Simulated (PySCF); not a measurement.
## LiO and its ions

UHF-CCSD(T); Li aug-cc-pVDZ, O aug-cc-pVDZ; no relativity (PySCF 2.14). Neutral (UHF): doublet (π ↑), Re = 1.690 Å, ωe = 848 cm⁻¹, De = 3.43 eV.

LiO⁺ (UHF): triplet (π ↑↑), Re = 2.091 Å, ωe = 337 cm⁻¹, De = 0.51 eV to Li⁺ + O. The energies at the minima are -82.48447 hartree for LiO and -82.18075 for LiO⁺.

Problem. Work out the adiabatic ionisation energy, without and with harmonic zero-point energies (1 hartree = 27.2114 eV, 1 eV = 8065.5 cm⁻¹), and the change of the bond length.

Solution. At UHF-CCSD(T): 0.30372 hartree = 8.265 eV between the minima; the zero-point term (337.0 − 848.0)/2 cm⁻¹ = -0.032 eV makes it 8.233 eV. Re changes by +40.1 pm against the neutral. The electron leaves a π orbital, and the ion is left as a loose complex of an ion and an atom.

Correlated steps freeze 1 core orbital. Correlated levels converge slowly with the basis: in double zeta they bind strong bonds too weakly, by up to about 1 eV, and carry superposition errors of some tenths. For an ion De counts to the pair picked by the measured ionisation energies or electron affinities, which need not be the lowest pair at this level. States were picked by a PBE0 search and need not be the measured ground states.
